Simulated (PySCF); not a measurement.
**Core-level binding energies of `C=C[C+](C)C`**

Species: C5H9 (charge +1).
Geometry (GFN2-xTB, Å), atoms numbered from 1 in this order:
```xyz
14
C5H9 angstrom
C      2.1107   -0.2969    0.2682
C      0.8550   -0.7874    0.2628
C     -0.3183   -0.0370   -0.0293
C     -0.2874    1.3363   -0.5071
C     -1.6073   -0.6848    0.1576
H      2.9466   -0.9299    0.5209
H      2.3459    0.7343    0.0556
H      0.7030   -1.8268    0.5283
H      0.6409    1.6200   -0.9948
H     -0.4145    1.9936    0.3638
H     -1.1414    1.5542   -1.1491
H     -1.7836   -1.3289   -0.7151
H     -1.6137   -1.3651    1.0106
H     -2.4365    0.0180    0.2055
```

Theory: PySCF 2.14.0, delta-SCF UKS SCAN, pcX-2 on the ionised atom, pcseg-1 elsewhere, spin-free X2C. These are vertical core ionisation energies against the vacuum level, from separate self-consistent calculations with and without the core hole.

**Question.** What binding energy does each computed site have?

**Answer.** 
```csv
atom(s),environment,level,binding energy (eV),above the level's lowest (eV),count
C1,carbon bonded to C and 2 H,C 1s,296.60,+0.26,1
C2,carbon bonded to 2 C and H,C 1s,296.56,+0.22,1
C4/C5,methyl carbon,C 1s,296.34,0.00,2
```

Lowest listed C 1s: C4/C5, bonded to C and 3 H. Highest, 0.26 eV above it: C1, bonded to C (double bond) and 2 H. Summing the Pauling electronegativity differences to the bonded atoms, each weighted by its formal bond order, gives -1.05 for the lowest site and -0.70 for the highest; the largest sum, -0.35, belongs to C2, 0.04 eV below the top. The values 296.56 and 296.60 eV lie too close for their order to be trusted.

**Question.** Which photon energy gives electrons from C 1s of C4/C5 a kinetic energy of 100 eV, and what is their de Broglie wavelength?

**Answer.** hν = 296.34 + 100 = 396.34 eV, recoil neglected; λ = 12.264 Å/√(E/eV) = 1.23 Å.

**Question.** What is the longest wavelength that can ionise C 1s of C4/C5 vertically?

**Answer.** λ = hc/E = 12398.42 eV Å / 296.34 eV = 41.838 Å.

Topologically equivalent atoms share the value of their first member; where this conformer doesn't relate them by symmetry, their own values could differ. The list is incomplete; no value stands for C 1s of C3 (hole states with ⟨S²⟩ of 1 or more are left out). The unrestricted hole states depart most from a pure doublet (⟨S²⟩ = 0.75; over 0.85 named) for C 1s of C1 (0.93), which makes this value less certain. The species carries charge +1, so core ionisation leaves charge +2. Geometry: GFN2-xTB; no solvent, vibrations or thermal averaging.
